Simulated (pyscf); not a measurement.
Thermochemistry of product channels of H₄O₂Si₂ (SMILES O1[SiH2]O[SiH2]1) + F–CH•–F (SMILES F[CH]F) on the doublet surface, in kcal/mol, from ωB97M-D3(BJ)/def2-TZVP energies (ideal gas, 1 atm, RRHO with modes under 100 cm⁻¹ raised to 100, one conformer, R ln 2 for chiral ones without a mode under 150 cm⁻¹). Single points on ωB97X-D3(BJ)/def2-SVP structures (PySCF, gas phase).

| products | ΔE | ΔH(298 K) | ΔG(298 K) | ΔG(600 K) |
|---|---|---|---|---|
| •O–SiH₂–O–SiH₂–CH(F)–F (SMILES [O][SiH2]O[SiH2]C(F)F) | +16.8 | +17.9 | +27.6 | +37.0 |
| H₃FO₂Si₂ (SMILES F[SiH]1O[SiH2]O1) + •H₂C–F (SMILES [CH2]F) | -49.7 | -49.0 | -49.7 | -50.7 |
| H₃O₂Si₂ (SMILES O1[SiH]O[SiH2]1) [doublet] + F–CH₂–F (SMILES FCF) | -8.8 | -6.4 | -6.8 | -7.1 |

These are energies of the channels, which say nothing of barriers.
